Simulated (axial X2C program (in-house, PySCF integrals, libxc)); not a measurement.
**LiNa⁺: cheaper levels and CCSD(T), two-component**

Calculated with an in-house relativistic program for diatomic molecules. Two-component (2c) means X2C with spin–orbit coupling and atomic mean-field two-electron Coulomb and Gaunt terms. Basis: Na dyall-cv3z [9s8p5d2f], Li dyall-cv3z [7s8p2d] (cores contracted in-house); Gaussian nuclei, density fitting, unrestricted open shells. Masses: Na 22.990 u, Li 7.016 u.

State: Ω = 1/2 (⟨Sz⟩ = 0.50, ⟨Lz⟩ = 0.00 at HF); fragments Na+ + Li.

```
level  Re (Å)  ωe (cm⁻¹)  De (eV)
 PBE0   3.376      181.5     1.03
   HF   3.440      186.4    0.930
  MP2   3.391      190.0     1.00
 CCSD   3.390      190.2     1.00
B97-3   3.424      180.0    0.902
```

Correlated methods: 9 electrons correlated (number of frozen shells: Na 1 s; Li 1 s), 195 virtual spin orbitals or spinors in MP2, 59 natural virtuals in coupled cluster.

CCSD(T), same Hamiltonian and basis:

Re = 3.388 Å, ωe = 190.3 cm⁻¹, De = 1.01 eV; T1 = 0.004 (Lee–Taylor normalisation).

(1) Give the differences from CCSD(T) in the columns below.

Occupations by symmetry block were frozen at the best pattern of an incomplete PBE0 search. De is counted from the lowest determinant-based energies of the atoms at the same level, without counterpoise correction. Density functionals use the spin component along the axis (collinear). Coupled cluster ran in a truncated set of natural virtual spinors; the MP2 energy of the rest was added. (T) has no such correction and the atoms are truncated less, which lowers De at CCSD(T) by a hundredth of an eV or more.

Results:

(1) 

```
level  ΔRe (Å)  Δωe (cm⁻¹)  ΔDe (eV)
 PBE0   -0.012        -8.8      0.02
   HF    0.052        -3.9     -0.08
  MP2    0.003        -0.3     -0.01
 CCSD    0.002        -0.1     -0.01
B97-3    0.036       -10.3     -0.11
```
